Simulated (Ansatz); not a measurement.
**PtC3: from a trial structure to a relaxed crystal**

Level of theory: DFT PBE, scalar-relativistic, plane waves, PAW (Ansatz). Cutoff 420 eV, Γ-centred k mesh, Gaussian smearing, no spin polarisation in the final step.

The start puts PtC3 on the sites of a reported Cu3Pd cell (P4/mmm, No. 123), with Pt in place of Pd, C in place of Cu, at a guessed volume.

```yaml
crystal:
  lattice:
    - [3.32097, 0.00000, 0.00000]
    - [0.00000, 3.32097, 0.00000]
    - [0.00000, 0.00000, 3.28683]
  atoms:
    - { symbol: Pt, position: [0.00000, 0.00000, 0.00000] }
    - { symbol: C, position: [0.00000, 0.50000, 0.50000] }
    - { symbol: C, position: [0.50000, 0.00000, 0.50000] }
    - { symbol: C, position: [0.50000, 0.50000, 0.00000] }
```

Cell and atoms relax at zero pressure; the relaxation can't lower the symmetry of the start. After a coarse first stage the cell is made exact in the group found at 0.06 Å.

Formation energies are uncorrected and refer to the elements' standard structures at the same level.

Task: What does it relax into?

Result: It keeps P4/mmm (No. 123). Conventional cell: a = 3.616 Å, c = 2.937 Å. Pt is coordinated by 8 C at 2.33 Å, 4 C at 2.56 Å and 2 Pt at 2.94 Å; C on Wyckoff site e (2 atoms of the primitive cell) is coordinated by 4 C at 2.33 Å, 4 Pt at 2.33 Å, 4 C at 2.56 Å and 2 C at 2.94 Å; around C on Wyckoff site c (1 atom of the primitive cell) lie 8 C at 2.33 Å, 4 Pt at 2.56 Å and 2 C at 2.94 Å.

```xyz
4
Lattice="3.6161 0.0000 0.0000 0.0000 3.6161 0.0000 0.0000 0.0000 2.9371" Properties=species:S:1:pos:R:3 pbc="T T T"
Pt    0.0000    0.0000    0.0000
C     0.0000    1.8080    1.4686
C     1.8080    0.0000    1.4686
C     1.8080    1.8080    0.0000
```

Task: What are its volume, energy, density and gap?

Result: The volume per atom is 9.60 Å³ and the density is 9.99 g/cm³. The energy over the elements is 3.30 eV/atom. The gap on the 12×12×16 mesh is 0 eV (a metal).

The final run used a 12×12×16 mesh on its 4-atom cell and 0.10 eV smearing. The k mesh leaves about 4 meV/atom of noise in metals. Spin–orbit coupling is left out. A structure relaxed within its symmetry needn't be a true minimum. The steps took of the order of 2.2 core-minutes in all.